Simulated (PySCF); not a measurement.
# One shape, several levels: C3H8O2 (dimethoxymethane)

Aim: a comparison of 6 runs (BLYP/cc-pVDZ, M06-L/cc-pVDZ, PBE/cc-pVDZ, SVWN5/cc-pVDZ, TPSS/cc-pVDZ, CCSD(T)/cc-pVDZ) of C3H8O2 (dimethoxymethane). Input form: a Python script.

Program for the calculation: PySCF 2.14.0.

## 1. The system as given

C3H8O2: 13 atoms, total charge 0, spin state singlet. SMILES: `COCOC`. The coordinates come from a PBE0-D4/def2-TZVP relaxation. This is one conformer, not always the lowest.

Bond lengths: C1–O2 1.409 Å, O2–C3 1.392 Å, C3–O4 1.392 Å, O4–C5 1.409 Å, C1–H6 1.090 Å, C1–H7 1.098 Å, C1–H8 1.095 Å, C3–H9 1.098 Å, C3–H10 1.098 Å, C5–H11 1.090 Å, C5–H12 1.098 Å, C5–H13 1.095 Å. Some angles: C1–O2–C3 113.2°, O2–C3–O4 113.9°, C3–O4–C5 113.2°, O2–C1–H6 107.2°, O2–C1–H7 110.9°, O2–C1–H8 111.8°, O2–C3–H9 110.9°, O2–C3–H10 105.4°, O4–C3–H9 105.4°, O4–C3–H10 110.9°.

## 2. The energy at BLYP/cc-pVDZ (run 1)

input.xyz

```xyz
13

C     -1.024400    -0.789300     1.349800
O      0.262200    -0.255300     1.139700
C      0.811400    -0.614800    -0.087400
O      0.154100    -0.062300    -1.182600
C      0.296400     1.336700    -1.267600
H     -1.339600    -0.485400     2.347600
H     -1.007500    -1.886200     1.298200
H     -1.743500    -0.416400     0.613700
H      0.761800    -1.701400    -0.234500
H      1.856200    -0.280600    -0.049300
H     -0.214200     1.657300    -2.175200
H      1.355300     1.620400    -1.333200
H     -0.147600     1.842600    -0.404500
```

run.py

```python
from pyscf import gto, dft

molecule = gto.M(
    atom='input.xyz',
    max_memory=1860,
    spin=0,
    verbose=3,
    basis='cc-pvdz',
)

mf = dft.RKS(molecule)
mf.xc = 'blyp'
mf.conv_tol = 1e-10
mf.grids.level = 5
mf.kernel()
if not mf.converged:
    mf = mf.newton().run(mf.mo_coeff, mf.mo_occ)

e_tot = mf.e_tot
print('E(%s) = %.9f' % ('BLYP', e_tot))
```

The run is started by

```bash
$ OMP_NUM_THREADS=1 python run.py
```

The program printed:

```text
converged SCF energy = -269.451043841473
E(BLYP) = -269.451043841
```

Run time: 41 s. Hardware: 1 thread of Intel Xeon at 2.70GHz, shared host; peak memory 0.59 GiB.

## 3. The energy at M06-L/cc-pVDZ (run 2)

calc.py

```python
# COCOC
from pyscf import gto, dft

mol = gto.Mole()
mol.atom = '''
C       -1.024400      -0.789300       1.349800
O        0.262200      -0.255300       1.139700
C        0.811400      -0.614800      -0.087400
O        0.154100      -0.062300      -1.182600
C        0.296400       1.336700      -1.267600
H       -1.339600      -0.485400       2.347600
H       -1.007500      -1.886200       1.298200
H       -1.743500      -0.416400       0.613700
H        0.761800      -1.701400      -0.234500
H        1.856200      -0.280600      -0.049300
H       -0.214200       1.657300      -2.175200
H        1.355300       1.620400      -1.333200
H       -0.147600       1.842600      -0.404500
'''
mol.max_memory = 1860
mol.basis = 'cc-pvdz'
mol.verbose = 3
mol.charge = 0
mol.build()

mf = dft.RKS(mol, xc='m06-l')
mf.conv_tol = 1e-10
mf.grids.level = 5
mf.kernel()
if not mf.converged:
    mf = mf.newton().run(mf.mo_coeff, mf.mo_occ)

energy = mf.e_tot
print('E = %.10f Eh' % energy)
```

The run is started by

```bash
$ OMP_NUM_THREADS=1 python calc.py
```

The program printed:

```text
converged SCF energy = -269.524261691755
E = -269.5242616918 Eh
```

Run time: 65 s. Hardware: 1 thread of Intel Xeon at 2.70GHz, shared host; peak memory 0.65 GiB.

Runs 3 to 5 aren't shown in full; the table further down has their settings and results.

## 4. A single-point energy at CCSD(T)/cc-pVDZ (run 6)

mol.xyz

```xyz
13

C     -1.024400    -0.789300     1.349800
O      0.262200    -0.255300     1.139700
C      0.811400    -0.614800    -0.087400
O      0.154100    -0.062300    -1.182600
C      0.296400     1.336700    -1.267600
H     -1.339600    -0.485400     2.347600
H     -1.007500    -1.886200     1.298200
H     -1.743500    -0.416400     0.613700
H      0.761800    -1.701400    -0.234500
H      1.856200    -0.280600    -0.049300
H     -0.214200     1.657300    -2.175200
H      1.355300     1.620400    -1.333200
H     -0.147600     1.842600    -0.404500
```

run.py

```python
from pyscf import gto, scf, cc

molecule = gto.Mole()
molecule.atom = 'mol.xyz'
molecule.verbose = 3
molecule.basis = 'cc-pvdz'
molecule.spin = 0
molecule.charge = 0
molecule.max_memory = 1860
molecule.build()

mf = scf.RHF(molecule)
mf.conv_tol = 1e-10
mf.kernel()
if not mf.converged:
    mf = mf.newton().run(mf.mo_coeff, mf.mo_occ)

mycc = cc.CCSD(mf, frozen=5)
mycc.kernel()
e_t = mycc.ccsd_t()
e_final = mycc.e_tot + e_t
print('E(%s) = %.9f' % ('CCSD(T)', e_final))
```

The run is started by

```bash
$ OMP_NUM_THREADS=1 python run.py
```

The program printed:

```text
converged SCF energy = -267.973741935895
E(CCSD) = -268.8252711267727  E_corr = -0.8515291908781911
CCSD(T) correction = -0.0225295465228821
E(CCSD(T)) = -268.847800673
```

It took 98 s on 1 thread of Intel Xeon at 2.70GHz, shared host; peak memory 1 GiB.

## 5. All runs side by side

```tsv
run	level	integration grid	frozen core orbitals	energy (Eh)	dipole moment (D) of the reference	HOMO energy (eV)	LUMO energy (eV)	wall time
1	BLYP/cc-pVDZ	5	–	-269.451044	0.24	-5.78	1.21	41 s
2	M06-L/cc-pVDZ	5	–	-269.524262	0.23	-6.25	2.04	65 s
3	PBE/cc-pVDZ	5	–	-269.230258	0.24	-5.90	1.22	35 s
4	SVWN5/cc-pVDZ	5	–	-267.353866	0.26	-6.03	1.03	22 s
5	TPSS/cc-pVDZ	5	–	-269.604518	0.23	-6.00	1.54	78 s
6	CCSD(T)/cc-pVDZ	–	5	-268.847801	0.21	-11.87	5.10	98 s
```

## 6. Results

| quantity | value |
| --- | --- |
| run 6: total energy | -268.84780 Eh |
| run 6: dipole moment (Hartree–Fock density) | 0.21 D |
| run 6: HOMO energy (Hartree–Fock orbitals) | -11.87 eV |
| run 6: LUMO energy (Hartree–Fock orbitals) | 5.10 eV |
| run 6: HOMO–LUMO gap (Hartree–Fock orbitals) | 16.97 eV |
| run 6: correlation energy (5 core orbitals frozen) | -874.1 mEh |
| run 6: (T) correction | -22.53 mEh |
| run 6: T1 diagnostic | 0.011 |

**Reading.** Over runs 1, 2, 3, 4, 5 the dipole moment (its size) runs from 0.23 D (TPSS/cc-pVDZ) to 0.26 D (SVWN5/cc-pVDZ). Over runs 1, 2, 3, 4, 5 the HOMO–LUMO gap runs from 6.99 eV (BLYP/cc-pVDZ) to 8.29 eV (M06-L/cc-pVDZ). Totals of different functionals can't be ranked against each other. All runs together took 5.7 min, the longest 98 s.
